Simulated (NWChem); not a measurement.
## Basis-set dependence for OS

```xyz
2

O      0.0000     0.0000     1.0012
S      0.0000     0.0000    -0.5006
```
Charge 0, spin multiplicity 3.

Everything below was run with NWChem. Structure: optimised with UPBE0/def2-SVP, a minimum by its harmonic frequencies.

Hartree-Fock energies in Ha, correlation energies in mHa.

The correlated methods keep 6 core orbitals frozen. The structure started from a generated list of species. The unpaired electrons of the parent sit in orbitals of symmetry b1 and b2 (C2v labels of the run); other states weren't searched. The stability of the SCF solutions was not checked. Open-shell Hartree-Fock references start from PBE0 orbitals. Coupled-cluster values serve here as a point of comparison, not as the truth.

| basis | functions | UHF | UMP2 | SCS-UMP2 | CCSD on ROHF | CCSD[T] on ROHF | CCSD(T) on ROHF | CCSD on UHF | CCSD[T] on UHF | CCSD(T) on UHF | CCSDT on ROHF | URI-MP2 |
|---|---|---|---|---|---|---|---|---|---|---|---|---|
| 3-21G | 22 | -469.94343 | -172.0 | -156.0 | -183.0 | -188.5 | -188.2 | -174.0 | -179.3 | -178.7 | -188.3 | not run |
| cc-pVDZ | 32 | -472.34748 | -294.0 | -277.3 | -319.9 | -332.0 | -331.2 | -305.6 | -316.2 | -315.4 | -331.1 | -294.1 |
| cc-pVTZ | 64 | -472.40131 | -377.1 | -362.0 | -406.0 | -428.0 | -426.7 | -389.6 | -409.3 | -408.3 | not run | -377.1 |
| cc-pVQZ | 114 | -472.41391 | -407.7 | -395.0 | not run | not run | not run | not run | not run | not run | not run | -407.8 |

From cc-pVTZ to cc-pVQZ the Hartree-Fock energy moves by -12.6 mHa and the UMP2 correlation energy by -30.7 mHa, which is 8 % of its value in the larger set.
